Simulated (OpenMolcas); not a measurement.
# OpenMolcas timings: AlH5O (Al(H2O)H3)

AlH5O: 7 atoms, total charge 0, spin state singlet. As SMILES, `[H][Al]([H])([H])<-[OH2]`. Geometry: a GFN2-xTB relaxation, a rough one for these elements and not checked as a minimum.

```xyz
7

Al    0.0382   -0.0633   -0.8780
O    -0.0249    0.0381    1.0091
H    -0.7347   -0.3195    1.5558
H     0.5880    0.5682    1.5313
H     1.6072   -0.0401   -0.9784
H    -0.7357    1.2458   -1.2695
H    -0.7379   -1.4292   -0.9703
```

Program: OpenMolcas 26.06. Hardware: 1 thread of Arm Neoverse V1, shared host, so times are rough. Two-electron integrals are exact unless an approximation is named.

(1) Estimate their order by wall time, quickest first.
A. gradient at TPSS/6-311+G**, grid UltraFine
B. gradient at HF/STO-3G
C. gradient at HF/def2-SVPD

Results:

(1) B (1.9 s), C (6.9 s), A (33 s).
